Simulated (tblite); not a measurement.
Input of a run (GFN2-xTB geometry optimisation, gas phase (tblite 0.8.0)), started from a force field or distance geometry:
```
{"job": {"kind": "relax", "xc": "GFN2-xTB", "basis": "xTB"}, "charge": 0, "multiplicity": 1}
C      2.136600    -0.025100     0.336100
C      0.886500    -0.572500    -0.299700
C     -0.387200    -0.236600     0.364900
C     -1.500300    -0.893400    -0.450900
C     -0.744600     1.192000     0.521800
O     -0.852200     1.941700    -0.644000
H      2.228800    -0.202600     1.417200
H      2.993100    -0.552900    -0.144000
H      2.315100     1.048200     0.139100
H      0.825500    -0.374000    -1.377500
H      0.973400    -1.698600    -0.210300
H     -0.441800    -0.731500     1.376600
H     -1.546800    -1.997600    -0.195600
H     -2.499200    -0.459900    -0.207200
H     -1.288700    -0.787900    -1.520900
H     -0.092600     1.647100     1.305800
H     -1.771700     1.232000     0.979400
H     -1.242700     1.478000    -1.402300
```

Output (eV, eV/Å):
```
step      E/eV     max force
  0    -567.79658    2.400
  1    -568.06928    0.865
  2    -568.14054    0.621
  3    -568.19592    0.592
  4    -568.23656    0.474
  5    -568.25559    0.280
  6    -568.26534    0.273
  7    -568.27391    0.234
  8    -568.28286    0.275
  9    -568.29032    0.247
 10    -568.29623    0.214
 11    -568.30224    0.271
 12    -568.31010    0.313
 13    -568.31937    0.313
 14    -568.32837    0.276
 15    -568.33648    0.235
 16    -568.34406    0.247
 17    -568.35032    0.212
 18    -568.35406    0.123
 19    -568.35602    0.112
 20    -568.35755    0.118
 21    -568.35920    0.130
 22    -568.36068    0.097
 23    -568.36176    0.097
 24    -568.36261    0.082
 25    -568.36343    0.091
 26    -568.36422    0.065
 27    -568.36495    0.068
 28    -568.36568    0.072
 29    -568.36659    0.109
 30    -568.36768    0.107
 31    -568.36867    0.076
 32    -568.36946    0.079
 33    -568.37020    0.072
 34    -568.37101    0.082
 35    -568.37181    0.072
 36    -568.37245    0.074
 37    -568.37291    0.064
 38    -568.37336    0.057
 39    -568.37389    0.061
 40    -568.37445    0.064
 41    -568.37496    0.076
 42    -568.37550    0.069
 43    -568.37625    0.066
 44    -568.37733    0.086
 45    -568.37854    0.082
 46    -568.37942    0.060
 47    -568.37984    0.039
 48    -568.38010    0.040
 49    -568.38032    0.034
 50    -568.38045    0.036
 51    -568.38056    0.029
 52    -568.38062    0.018
 53    -568.38072    0.019
 54    -568.38081    0.020
 55    -568.38089    0.021
 56    -568.38095    0.021
 57    -568.38102    0.025
 58    -568.38112    0.024
 59    -568.38124    0.028
 60    -568.38134    0.024
 61    -568.38141    0.016
 62    -568.38147    0.017
 63    -568.38153    0.018
 64    -568.38160    0.019
 65    -568.38169    0.025
 66    -568.38182    0.031
 67    -568.38199    0.034
 68    -568.38217    0.037
 69    -568.38234    0.034
 70    -568.38250    0.026
 71    -568.38270    0.035
 72    -568.38296    0.036
 73    -568.38320    0.029
 74    -568.38336    0.028
 75    -568.38349    0.027
 76    -568.38365    0.036
 77    -568.38383    0.034
 78    -568.38398    0.024
 79    -568.38408    0.025
 80    -568.38416    0.021
 81    -568.38427    0.023
 82    -568.38440    0.025
 83    -568.38451    0.023
 84    -568.38459    0.021
 85    -568.38466    0.024
 86    -568.38473    0.022
 87    -568.38481    0.018
 88    -568.38488    0.016
 89    -568.38496    0.018
 90    -568.38505    0.020
 91    -568.38515    0.018
 92    -568.38523    0.022
 93    -568.38531    0.027
 94    -568.38541    0.029
 95    -568.38554    0.032
 96    -568.38569    0.035
 97    -568.38585    0.033
 98    -568.38600    0.034
 99    -568.38615    0.034
100    -568.38628    0.023
101    -568.38638    0.027
102    -568.38646    0.020
103    -568.38652    0.018
104    -568.38659    0.015
105    -568.38665    0.015
106    -568.38668    0.014
107    -568.38670    0.013
108    -568.38672    0.013
109    -568.38674    0.013
110    -568.38676    0.014
111    -568.38679    0.016
112    -568.38683    0.015
113    -568.38689    0.018
114    -568.38695    0.023
115    -568.38700    0.016
116    -568.38704    0.016
117    -568.38705    0.011
118    -568.38707    0.008
```

Q: Summarise the run.

A: The energy falls by 0.590 eV over 118 L-BFGS steps, the largest force on an atom goes from 2.40 to 0.008 eV/Å, and the atoms move by 0.317 Å rms after alignment. Among the bonds, C2–C3 and C3–C5 change most and about equally (+0.057 to +0.058 Å). Bonds longer at the end by more than 0.005 Å: 4 of 17; shorter: 12. Among the angles that change most is O6–C5–H16, from 114.5° to 105.4°. Among the dihedrals that turn most is H10–C2–C3–H12, from 162° to -165°. The energy never rose by more than 1e-5 eV on the way. The first step brought 46 % of the lowering.

Q: What are the final bond lengths?

A: C1–C2 1.524 Å, C2–C3 1.533 Å, C3–C4 1.530 Å, C3–C5 1.538 Å, C5–O6 1.406 Å, C1–H7 1.088 Å, C1–H8 1.088 Å, C1–H9 1.087 Å, C2–H10 1.092 Å, C2–H11 1.092 Å, C3–H12 1.095 Å, C4–H13 1.087 Å, C4–H14 1.089 Å, C4–H15 1.089 Å, C5–H16 1.092 Å, C5–H17 1.101 Å, O6–H18 0.963 Å. Numbering counts from 1 in the input's order; the species is `CC[C@H](C)CO` (2-methyl-1-butanol).

Run on Arm Neoverse V1, one thread, shared host.

Its GFN2-xTB frequencies are all real (lowest 54 cm⁻¹). One conformer, not necessarily the lowest. 3 starts were optimised and ended at 0.00, 1.23 and 1.69 kcal/mol (GFN2-xTB); the lowest of these is shown.

These are computed values.
